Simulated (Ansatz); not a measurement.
## Ansatz (development build ahead of 0.2.0) run

```yaml
crystal:
  periodic: [false, false, false]
  atoms:
    - { symbol: B, position_ang: [0.0, 0.0, -1.271] }
    - { symbol: Al, position_ang: [0.0, 0.0, 1.271] }
basis:
  gaussian: { orbitals: "6-31G" }
magnetization:
  initial_magnetization: 2
hamiltonian:
  xc: hf
correlation:
  method: ccsd_t
  frozen_orbitals: { Al: 5, B: 1 }
```

The input is written out in the form of the current development build from the run's settings. Correlation on restricted open-shell orbitals is semicanonical, with singles.

The run gave:

- Converged: yes
- Reference energy: -266.40480 hartree
- Correlation energy: -0.08682 hartree
- Total energy: -266.49162 hartree
